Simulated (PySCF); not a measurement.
Gas-phase reaction: 3 AlOH + 3 H₂O + O₃ → 3 Al(OH)₃

Method: PySCF energies (xtb for GFN2) plus ideal-gas RRHO corrections (1 bar). † marks an energy on the PBE0/def2-TZVP geometry and frequencies; other levels use their own. MP2 and CCSD(T) freeze the core. All species are closed-shell singlets. Al(OH)₃: computed as isolated molecules; such fragments, hydroxides, amides, oligomers or adducts are transient or little studied in the gas. MP2 isn't extrapolated to the basis-set limit. CCSD(T) isn't extrapolated to the basis-set limit. Strong static correlation: O₃. Warning, large T1 diagnostic: O₃ (CCSD(T)/def2-TZVPP†).

```csv
level,"ΔH°(298 K), kJ"
CCSD(T)/def2-TZVPP†,-1836
GFN2-xTB,-2063
MP2/def2-SVP†,(withheld)
MP2/def2-TZVPP†,-1894
PBE0/def2-QZVP†,(withheld)
PBE0/def2-SVP†,-1774
PBE0/def2-TZVP,(withheld)
r2SCAN/def2-TZVP†,-1867
LDA/def2-TZVP†,(withheld)
ωB97M-V/def2-TZVP†,-1838
```

**Question.** Some entries are withheld; supply them.

**Answer.** 
- MP2/def2-SVP†, ΔH°(298 K), kJ: -1823
- PBE0/def2-QZVP†, ΔH°(298 K), kJ: -1809
- PBE0/def2-TZVP, ΔH°(298 K), kJ: -1803
- LDA/def2-TZVP†, ΔH°(298 K), kJ: -1796
